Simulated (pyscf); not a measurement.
Structures and frequencies: ωB97X-D3(BJ)/def2-SVP in PySCF. Correlated levels are frozen-core, on RHF or UHF. ΔMP2 is the change of the MP2 total energy from the triple- to the quadruple-zeta basis.

Question: Estimate by transition-state theory (the high-pressure limit) the rate constant of ethane (H₃C–CH₃) + H₃C–Al [singlet] -> trimethylaluminium (H₃C–Al(CH₃)–CH₃) (singlet surface; C–C broken, Al–C, Al–C formed) at 1200 K, with CCSD(T)/def2-TZVPP + ΔMP2(QZVPP) energies (ideal gas, 1 atm, RRHO with modes under 100 cm⁻¹ raised to 100, one conformer, R ln 2 for chiral ones without a mode under 150 cm⁻¹; no tunnelling).

Answer: The electronic barrier is 67.7 kcal/mol and the thermal terms add +34.9, so ΔG‡ = 102.6 kcal/mol. With k_BT/h = 2.50e+13 s⁻¹ and RT = 2.385 kcal/mol, and a volume of 1.64e-19 cm³ per molecule at 1 atm, k = 8.3e-25 cm³ molecule⁻¹ s⁻¹. The product is born with the 103 kcal/mol of the reverse barrier and needs collisions to keep. Wigner's tunnelling factor for 741i cm⁻¹ would be 1.03. A shift of 1 kcal/mol in the barrier changes k by a factor 1.5. From the product side, CH₃• + [H₃C–Al–CH₃]• lies, by one bond made or cut, 20.0 kcal/mol under this saddle at ωB97M-D3(BJ)/def2-TZVP. This is the saddle that the search found; another between the same sides may lie lower. One closed-shell reference is unstable to symmetry breaking; treat the single-reference values with care. The CCSD(T) − MP2 part came from Ansatz, without density fitting, on the same reference. The largest closed-shell T1 diagnostic is 0.034, which may signal static correlation.
